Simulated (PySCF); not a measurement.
An unknown is described by computed data only.

Formula: CH5FSi.

* Valence photoelectron: vertical ionisation energy: 11.20 eV [ΔSCF B3LYP/def2-SVPD]
* Rotational structure: rotational constants A, B, C: 27.300, 5.036, 4.607 GHz [PBE0-D3(BJ)/def2-SVP]
* Triplet: lowest triplet excitation (Tamm–Dancoff): 7.20 eV [TDA B3LYP/def2-SVPD]
* Polarisability: 43.8 au [B3LYP/def2-SVPD]
* UV, strongest line: among the 10 lowest singlet transitions: S4 at 8.48 eV (146 nm, f = 0.176) [TDDFT B3LYP/def2-SVPD]
* UV, first state: lowest singlet excitation: 7.64 eV (162 nm, f = 0.042) [TDDFT B3LYP/def2-SVPD]
* XPS: Si2p3/2 107.1, C1s 292.8, F1s 692.5, Si1s 1846.8 eV [ΔSCF SCAN, pcX-2 on the ionised atom, pcseg-1 elsewhere, spin-free X2C, 2p3/2 from a spin–orbit splitting computed afterwards within the 2p shell]
* Dipole: 1.62 D [B3LYP/def2-SVPD]

The electronic properties come from PySCF, for the isolated species, density fitting. Levels stand in brackets. Isolated species at its PBE0-D3(BJ)/def2-SVP geometry, gas phase.

Task: Give a SMILES that accounts for the data.

Result: Numbering: `[F:1][CH2:2][SiH3:3]`. Its formula, CH5FSi, gives 0 degrees of unsaturation, so no ring and no π bond. The core levels belong to: Si2p3/2 107.1 eV, SiH3 silicon [Si3]; C1s 292.8 eV, sp3 C–F carbon [C2]; F1s 692.5 eV, alkyl fluorine [F1]; Si1s 1846.8 eV, SiH3 silicon [Si3]. The first electron is taken from the HOMO, whose largest Löwdin shares are 0.31 on the sp3 C–F carbon, 0.30 on the alkyl fluorine and 0.21 on the SiH3 silicon. The optimised geometry has point group Cs and is an asymmetric top. Structure: H3SiCH2F, `FC[SiH3]`. Computed isomers that give other values at the same levels: `C[SiH2]F` (core binding energies: Si2p3/2 108.0, C1s 290.7, F1s 692.2, Si1s 1847.9 eV); `[H][Si]([H])(C)F` (core binding energies: Si2p3/2 107.9, C1s 290.7, F1s 692.2, Si1s 1847.9 eV). The assignments are read from this structure; whether some other isomer fits the data as well wasn't checked.
